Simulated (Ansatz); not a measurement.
# BPN (sextet): the correlation ladder, cc-pVDZ

The task here is to estimate one member of a computed series from the others.

Program: Ansatz 0.2.0, Gaussian basis. Level of theory: cc-pVDZ, core rule «outside noble gas», up to 7 orbitals frozen. These are calculated values, not measurements.

The runs, in order: UHF; CCSD(T) on ROHF; CCSD(T) on UHF; BCCD(T) on ROHF; CISD; CCSDT(Q) on ROHF; CCSDT(Q) on UHF; CASSCF and MRCISD+Q, 9 electrons in 10 orbitals; CASSCF and NEVPT2, 9 electrons in 10 orbitals.

33 further runs of the same task are left out: 20 that didn't finish, 13 set aside as unsound or not needed.

## The geometry

The geometry is a PBE0/def2-TZVP stationary point (not a proven minimum) of the parent state, kept for this charge and spin.

3 atoms, charge 0, spin multiplicity 6.

Atoms are counted from 1 here; the program's logs count them from 0.

Bond lengths: N1–B2 1.334 Å, B2–P3 1.842 Å. Angles: N1–B2–P3 180.0°.

Geometry (Å):

```xyz
3

N     0.0000    0.0000    1.5032
B     0.0000    0.0000    0.1693
P     0.0000    0.0000   -1.6724
```

The first run:

The input, in.yaml:

```yaml
crystal:
  periodic: [false, false, false]
  atoms:
    - {symbol: N, position_ang: [0.000000, 0.000000, 1.503167]}
    - {symbol: B, position_ang: [0.000000, 0.000000, 0.169267]}
    - {symbol: P, position_ang: [0.000000, 0.000000, -1.672433]}
basis:
  gaussian: {orbitals: cc-pVDZ}
magnetization: {spin_polarized: true, initial_magnetization: 5}
hamiltonian: {xc: hf}
output: {orbitals: {seedname: orbitals}}
```

Command:

```sh
> ansatz run in.yaml --threads 1 --pin off --events-out ev --progress --plain --max-ram 2393MiB
```

Steps of the session up to this table: UHF; CCSD(T) on ROHF; CCSD(T) on UHF; BCCD(T) on ROHF; CISD; CCSDT(Q) on ROHF; CCSDT(Q) on UHF; CASSCF and MRCISD+Q, 9 electrons in 10 orbitals; CASSCF and NEVPT2, 9 electrons in 10 orbitals.

One of the session's tables, all rows but one given; the rest of the session is left out.

| method | from UCCSDT(Q) (kcal/mol) |
| --- | --- |
| ROHF | +173.27 |
| UHF | +164.59 |
| RMP2 | ? |
| UMP2 | +33.32 |
| CISD | +18.21 |
| RCCSD | +5.46 |
| UCCSD | +5.30 |
| RCCSD(T) | +1.30 |
| UCCSD(T) | +1.25 |
| BCCD(T) | +1.29 |
| RCCSDT | +0.33 |
| UCCSDT | +0.28 |
| RCCSDT(Q) | +0.05 |
| UCCSDT(Q) | 0 |
| CASSCF valence | +145.25 |
| NEVPT2 valence | +28.48 |
| MRCISD valence | +13.50 |
| MRCISD+Q valence | +0.77 |

Estimate the missing values for RMP2.

**Answer.** from UCCSDT(Q) (kcal/mol): +32.05. In the column «from UCCSDT(Q) (kcal/mol)» it lies between NEVPT2 valence (+28.48) and UMP2 (+33.32).

Among the levels timed on like hardware and quicker than the yardstick, those that no quicker one beats, quickest first: NEVPT2 valence (37 s, +28.48 kcal/mol); MRCISD+Q valence (49 s, +0.77 kcal/mol).

Caveats from the session: Of the multireference levels listed MRCISD+Q valence comes nearest in total energy (+0.77 kcal/mol), which doesn't show that its space is the better one. Restricted and unrestricted rows rest on different reference determinants; where their highest levels disagree by more than a few hundredths of an eV, they describe different states and don't form one ladder.
